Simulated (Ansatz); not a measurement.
A structure relaxed at PBE0-D4/def2-TZVP, charge 0, multiplicity 1:

```csv
atom,x (Å),y (Å),z (Å)
S1,-2.4820,2.1806,-0.6304
C2,-1.2825,1.1268,-0.3258
S3,-1.2735,0.0658,1.0529
C4,0.4363,-0.4932,0.8903
C5,0.7571,-0.5552,-0.5871
S6,0.1149,0.9522,-1.3472
H7,0.5222,-1.4738,1.3625
H8,1.0892,0.2113,1.4095
H9,0.2846,-1.4183,-1.0605
H10,1.8336,-0.5960,-0.7641
```

Task: Give its formula and SMILES.

Result: C3H4S3, `S=C1SCCS1`.

Task: Point group (tolerance 0.08 Å, 0.16 Å for H)?

Result: C2.

Task: Summarise the bond lengths by kind.

Result: 5 × C–S 1.625 to 1.806 Å; 1 × C–C 1.513 Å; 4 × C–H 1.092 Å.

Program: Ansatz 0.2.0.
